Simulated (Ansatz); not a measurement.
# CH5BO: the cost of one run

Method: UKS BLYP/def2-SVP, in Ansatz 0.2.0.

## (1) The system as given

Bond lengths: B1–H2 1.265 Å, B1–H3 1.170 Å, B1–H4 1.169 Å, B1–O5 1.672 Å, B1–C6 1.857 Å, O5–C6 1.296 Å, C6–H7 1.096 Å, C6–H8 1.096 Å. Angles (14 of 17 angles, heavy atoms first): O5–B1–C6 42.7°, B1–O5–C6 76.3°, B1–C6–O5 61.0°, H2–B1–O5 97.7°, H2–B1–C6 55.0°, H3–B1–O5 107.4°, H3–B1–C6 116.9°, H4–B1–O5 107.3°, H4–B1–C6 117.4°, B1–C6–H7 117.5°, B1–C6–H8 118.1°, O5–C6–H7 118.3°, O5–C6–H8 118.2°, H2–B1–H3 108.1°.

As a file:

```xyz
8

B    -0.1864   -0.8967   -0.1924
H     0.9391   -0.3668    0.0368
H    -0.2213   -1.2036   -1.3204
H    -0.4356   -1.6020    0.7056
O    -1.1211    0.4785   -0.0182
C     0.0881    0.9009    0.1819
H     0.5589    1.5133   -0.5952
H     0.3783    1.1764    1.2020
```

## (2) Run 1

150 steps of 0.5 fs at constant energy, with velocities drawn for 600 K.

File input.yaml:

```yaml
crystal:
  periodic: [false, false, false]
  atoms:
    - { symbol: B, position_ang: [-0.1864, -0.8967, -0.1924] }
    - { symbol: H, position_ang: [0.9391, -0.3668, 0.0368] }
    - { symbol: H, position_ang: [-0.2213, -1.2036, -1.3204] }
    - { symbol: H, position_ang: [-0.4356, -1.602, 0.7056] }
    - { symbol: O, position_ang: [-1.1211, 0.4785, -0.0182] }
    - { symbol: C, position_ang: [0.0881, 0.9009, 0.1819] }
    - { symbol: H, position_ang: [0.5589, 1.5133, -0.5952] }
    - { symbol: H, position_ang: [0.3783, 1.1764, 1.202] }
magnetization:
  spin_polarized: true
basis:
  gaussian: { orbitals: def2-SVP }
hamiltonian:
  xc: blyp
md:
  timestep: 0.5
  n_steps: 150
  ensemble: nve
  temperature: 600.0
  initial_velocities: maxwell_boltzmann
  seed: 600908
```

Started as:

```bash
ansatz run input.yaml --threads 1 --pin off --max-ram 2048MiB --backend cpu --events-out ev --progress --plain --runs-dir out
```

**Question.** How long does this run take on 1 thread of Arm Neoverse N1, shared host, and how much memory does it need?

About 8.8 min, with a peak of 0.13 GiB.
